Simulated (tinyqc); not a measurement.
Stretching all distances: RHF, UHF, MP2, CISD and CCSD against full CI in the sto-6g basis, for LiH, spin multiplicity 1. Computed by the program tinyqc with PySCF. All coordinates are multiplied by the scale. c0^2 is the weight of the RHF determinant in the lowest singlet FCI state (UHF is spin-contaminated and may lie near states of higher spin) and n(LUMO) the first natural occupation beyond the occupied space.

Geometry (angstrom):
```
atom       x       y       z
Li    0.0000  0.0000  0.0000
H     0.0000  0.0000  1.4670
```

Full CI energy (hartree) and errors against it (kcal/mol):
```
scale   distance 1-2 (angstrom)     E(FCI)       RHF      UHF      MP2    CISD    CCSD  <S^2> UHF    c0^2  n(LUMO)
0.8900                   1.3056  -7.960361   10.8198  10.8198   3.6834  0.0061  0.0045     0.0000  0.9814   0.0296
1.1700                   1.7164  -7.968500   14.1770  14.1770   5.4265  0.0092  0.0072     0.0000  0.9697   0.0510
1.4400                   2.1125  -7.941758   21.3673  20.7484   9.2720  0.0155  0.0123     0.2293  0.9370   0.1067
2.0000                   2.9340  -7.889848   51.8287   7.7621  25.6925  0.0505  0.0452     0.9166  0.7381   0.4324
2.2800                   3.3448  -7.879102   72.0535   3.3980  33.9055  0.0702  0.0634     0.9675  0.6347   0.6294
2.5500                   3.7409  -7.874545   89.8149   1.5259  36.5737  0.0819  0.0729     0.9868  0.5770   0.7647
2.8300                   4.1516  -7.872567  104.5178   0.7163  32.7158  0.0881  0.0775     0.9949  0.5445   0.8548
```

Estimate the missing row, scale = 1.72.

Computed row:
```
scale   distance 1-2 (angstrom)     E(FCI)      RHF      UHF      MP2    CISD    CCSD  <S^2> UHF    c0^2  n(LUMO)
1.7200                   2.5232  -7.911040  33.9082  15.5039  16.2151  0.0291  0.0246     0.7725  0.8593   0.2322
```

UHF parts from RHF first at scale 1.44 of those listed, where <S^2> leaves zero. The weight c0^2 goes from 0.98 to 0.54 and n(LUMO) from 0.03 to 0.85: static correlation grows as the bonds break into open-shell fragments. The spread of the error along the curve, which distorts its shape, is CCSD 0.1, CISD 0.1, UHF 20.0, MP2 32.9, RHF 93.7 kcal/mol.
